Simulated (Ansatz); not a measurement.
Consider the substitution at a C–C bond: `C/C(O)=C/N` + H–F → `N/C=C(\O)F` + CH₄.

Isolated molecules relaxed with PBE0-D4/def2-TZVP in Ansatz; ΔE leaves out vibrations. CCSD(T)/CBS is the MP2 limit (def2-TZVPP, def2-QZVPP) plus CCSD(T) − MP2 in def2-TZVPP, frozen cores. This one scheme is used for every species. Double bonds are as drawn, so ΔE can hold a change between cis and trans. Functionals use def2-TZVPP. One conformer a species, not always the lowest.

`C/C(O)=C/N`:

Cartesian coordinates in Å:
```
C 0.442 -1.760 0.034
C -0.182 -0.417 0.100
O -1.464 -0.429 0.514
C 0.423 0.735 -0.210
N -0.345 1.933 -0.082
H -0.117 -2.404 -0.651
H 1.474 -1.690 -0.307
H 0.422 -2.236 1.018
H -1.724 0.511 0.503
H 1.455 0.751 -0.544
H -0.441 2.425 -0.962
H 0.057 2.579 0.586
```

H–F:

Cartesian coordinates in Å:
```
F -0.413 0.181 0.092
H 0.413 -0.181 -0.092
```

`N/C=C(\O)F`:

```xyz
9

N     1.407   -0.363   -0.405
C     0.496    0.529    0.171
C    -0.797    0.283    0.317
O    -1.446   -0.768   -0.215
F    -1.600    1.113    1.003
H     0.946   -1.122   -0.886
H     2.058    0.092   -1.028
H     0.894    1.450    0.576
H    -1.959   -1.214    0.468
```

CH₄:

Cartesian coordinates in Å:
```
C 0.000 0.000 0.000
H -0.684 -0.649 -0.546
H 0.211 0.888 -0.596
H 0.929 -0.534 0.197
H -0.456 0.296 0.944
```

```json
{"level": "BLYP-D4", "ΔE (kJ/mol)": "33.4", "difference from CCSD(T)/CBS": "-23.7"}
{"level": "r2SCAN0-D4", "ΔE (kJ/mol)": "42.6", "difference from CCSD(T)/CBS": "-14.5"}
{"level": "ωB97X-V", "ΔE (kJ/mol)": "40.1", "difference from CCSD(T)/CBS": "-17.0"}
{"level": "BLYP", "ΔE (kJ/mol)": "24.2", "difference from CCSD(T)/CBS": "-32.9"}
{"level": "r2SCAN", "ΔE (kJ/mol)": "34.9", "difference from CCSD(T)/CBS": "-22.2"}
{"level": "MP2/def2-SVP", "ΔE (kJ/mol)": "47.4", "difference from CCSD(T)/CBS": "-9.7"}
{"level": "SCS-MP2/def2-TZVPP", "ΔE (kJ/mol)": "54.4", "difference from CCSD(T)/CBS": "-2.7"}
{"level": "HF/def2-QZVPP", "ΔE (kJ/mol)": "32.4", "difference from CCSD(T)/CBS": "-24.7"}
{"level": "MP2/def2-QZVPP", "ΔE (kJ/mol)": "65.8", "difference from CCSD(T)/CBS": "8.7"}
{"level": "MP2/CBS(def2)", "ΔE (kJ/mol)": "67.6", "difference from CCSD(T)/CBS": "10.5"}
{"level": "CCSD(T)/CBS", "ΔE (kJ/mol)": "57.1", "difference from CCSD(T)/CBS": "0"}
```

Largest T1 diagnostic among the species: 0.012.

From PBE to PBE0 (25 % exact exchange), in def2-TZVPP and without D4, ΔE moves by +6.4 kJ/mol. At CCSD(T), def2-SVP lies −17.7 kJ/mol from the extrapolated value and def2-TZVPP −4.2 kJ/mol.

CCSD(T)/CBS has its own doubt, a few kJ/mol and more with outer-core shells, so smaller differences from it don't rank the levels.
